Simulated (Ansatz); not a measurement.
Reaction (SMILES): C[SiH2]B(O)O [methylsilylboronic acid] + 4 [H][H] (H2) → B (BH3) + C (CH4) + 2 O (H2O) + [SiH4] (SiH4)

Wanted: energy of full hydrogenation (electronic), in kcal/mol. Terms: frozen cores in correlated levels; non-relativistic; no spin-orbit coupling; dispersion terms only where a functional's name holds one. CBS(X,Y): correlation extrapolated as X^-3; Hartree-Fock from the larger set. Ab initio and DFT rows: single points at B3LYP-D3(BJ) geometries (Ansatz, a quantum-chemistry and plane-wave program).

| species | coefficient | E at HF/STO-3G (Ansatz), Eh | E at wB97X-V/def2-TZVPD (Ansatz), Eh |
|---|---|---|---|
| C[SiH2]B(O)O | -1 | -499.25635 | -507.20439 |
| [H][H] (H2) | -4 | -1.11653 | -1.17238 |
| B (BH3) | +1 | -26.06907 | -26.60537 |
| C (CH4) | +1 | -39.72674 | -40.51531 |
| O (H2O) | +2 | -74.96339 | -76.43464 |
| [SiH4] (SiH4) | +1 | -287.91011 | -291.83995 |

Coupled cluster (Ansatz) is a level with limits of its own, used here on species with T1 under 0.025 (0.045 for open shells) and stable references: CCSD(T)/CBS(cc-pV(T+d)Z,cc-pV(Q+d)Z). Value to compare with, CCSD(T)/CBS(cc-pV(T+d)Z,cc-pV(Q+d)Z) (Ansatz): 42.1 kcal/mol. 1 Eh = 627.5095 kcal/mol.

**Question.** Compute it at each level from the table, and compare with CCSD(T)/CBS(cc-pV(T+d)Z,cc-pV(Q+d)Z) (Ansatz).

**Answer.** 
- HF/STO-3G: the sum of coefficient times E is 0.08977 Eh, or 56.33 kcal/mol. Result: 56.3 kcal/mol. Its difference against CCSD(T)/CBS(cc-pV(T+d)Z,cc-pV(Q+d)Z) (Ansatz) is 14.2 kcal/mol.
- wB97X-V/def2-TZVPD: the sum of coefficient times E is 0.06400 Eh, or 40.16 kcal/mol. Result: 40.2 kcal/mol. Its difference against CCSD(T)/CBS(cc-pV(T+d)Z,cc-pV(Q+d)Z) (Ansatz) is -1.9 kcal/mol.
